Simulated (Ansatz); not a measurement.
Compare A (`NC1CC1=O`) with its isomer B (`OC1=CNC1`).

Computed with Ansatz on PBE0-D4/def2-TZVP structures; ΔE is electronic, products minus reactants. CCSD(T)/CBS is the MP2 limit (def2-TZVPP, def2-QZVPP) plus CCSD(T) − MP2 in def2-TZVPP, frozen cores. DFT in def2-TZVPP. B3LYP here is the variant with VWN-RPA as its local correlation; programs differ in this. One conformer a species, not always the lowest.

Which is lower in electronic energy at CCSD(T)/CBS, and by how much? (Best estimate.)

Computed: A, by 1.4 kcal/mol.

Give E(B) − E(A) in kcal/mol with CCSD(T)/def2-TZVPP, PBE-D4, B3LYP-D4, PBE0-D4, r2SCAN-D4, HF/def2-TZVPP, B2PLYP. (Best estimate.)

Ansatz gave: CCSD(T)/def2-TZVPP 2.2, PBE-D4 3.7, B3LYP-D4 4.2, PBE0-D4 2.8, r2SCAN-D4 4.6, HF/def2-TZVPP 5.4, B2PLYP 3.9. None reverses the order clearly.

Does the order hold for the free energy at 298.15 K (harmonic terms from PBE0-D4)? (Estimate.)

Ansatz gave: Yes: G(B) − G(A) = +3.2 kcal/mol, for one conformer each.

Largest T1 diagnostic: 0.014.

In def2-TZVPP, CCSD(T) changes the Hartree–Fock value by −3.2 kcal/mol (the triples alone add −0.4 kcal/mol) and MP2 by −3.2 kcal/mol. From r2SCAN to r2SCAN0 (25 % exact exchange), in def2-TZVPP and without D4, E(B) − E(A) moves by −1.0 kcal/mol.
